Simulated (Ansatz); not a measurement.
1T (CdI2-type) PtSe2 was calculated with PBE in Ansatz (plane waves, PAW).

Run with plane-wave cutoff 500 eV, 12×12×8 k mesh (along the axes of the cell as run), Fermi–Dirac smearing 0.05 eV, scalar-relativistic PAW data made under PBE.

Cell (relaxed at this level):

```xyz
3
Lattice="3.7518 0.0000 0.0000 -1.8759 3.2492 0.0000 0.0000 0.0000 6.4461" Properties=species:S:1:pos:R:3 pbc="T T T"
Pt     0.0000     0.0000     0.0000
Se     1.8759     1.0831     5.1396
Se     0.0000     2.1661     1.3065
```

### Question
Estimate the band gap that the calculation returns.

### Answer

- band gap: 0.84 eV (on the SCF k mesh)

Measured, for comparison: band gap 0 eV (temperature not stated, no zero-point or thermal correction, semimetal, ARPES; as tabulated in Two-dimensional noble-metal chalcogenides and phosphochalcogenides, Angew. …).

Note: the cell comes from a level without a dispersion term, which matters for the spacing of layers, chains or molecules; the cell has widely spaced layers and the level no dispersion term, so their spacing and the moduli can rest on weak binding.

Spin–orbit coupling is not included; with these elements it can move the gap by several tenths of an eV or more.

Computing time: about 2.2 core-minutes (a rough figure).

Ansatz is a quantum-chemistry and plane-wave program.
